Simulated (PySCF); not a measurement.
C4H4F2.
SMILES: `FC1=CC[C@H]1F`

Level of theory: EOM-IP-CCSD/aug-cc-pVDZ in PySCF, restricted Hartree–Fock reference, frozen core, non-relativistic, gas phase, PBE0-D3(BJ)/def2-SVP geometry.

Hartree–Fock orbital energies give these Koopmans values (eV): HOMO 10.28, HOMO-1 13.34, HOMO-2 13.62, HOMO-3 15.02, HOMO-4 15.73, HOMO-5 17.19, HOMO-6 18.38, HOMO-7 19.08.

**Question.** What vertical ionisation energies does EOM-IP-CCSD give?

**Answer.** 
| leading hole (HF orbital) | Koopmans (eV) | EOM-IP-CCSD (eV) | change (eV) | one-hole share |
| --- | --- | --- | --- | --- |
| HOMO | 10.28 | 10.09 | -0.19 | 0.97 |
| HOMO-2 | 13.62 | 12.03 | -1.59 | 0.96 |
| HOMO-1 | 13.34 | 12.08 | -1.26 | 0.96 |
| HOMO-3 | 15.02 | 13.63 | -1.39 | 0.95 |
| HOMO-4 | 15.73 | 14.50 | -1.23 | 0.95 |
| HOMO-5 | 17.19 | 15.01 | -2.18 | 0.94 |
| HOMO-6 | 18.38 | 15.76 | -2.62 | 0.94 |
| HOMO-7 | 19.08 | 16.43 | -2.65 | 0.94 |

**Question.** Does the order of the lines follow the orbital energies?

**Answer.** No: the HOMO-2 hole (12.03 eV) falls below the HOMO-1 hole (12.08 eV). The corrections run from -2.65 to -0.19 eV, with a mean of -1.64 eV over the 8 lines; no line lies above its Koopmans value.

**Question.** At what kinetic energies would He I light (21.22 eV) eject these electrons?

**Answer.** 11.13 eV (HOMO), 9.19 eV (HOMO-2), 9.14 eV (HOMO-1), 7.59 eV (HOMO-3), 6.72 eV (HOMO-4), 6.21 eV (HOMO-5), 5.46 eV (HOMO-6), 4.79 eV (HOMO-7).

Lines less than 0.15 eV apart could change places at a higher level. One root was sought for each valence orbital with −ε under 21 eV, eight at most, so deeper holes and satellites are missing; no vibrational structure.
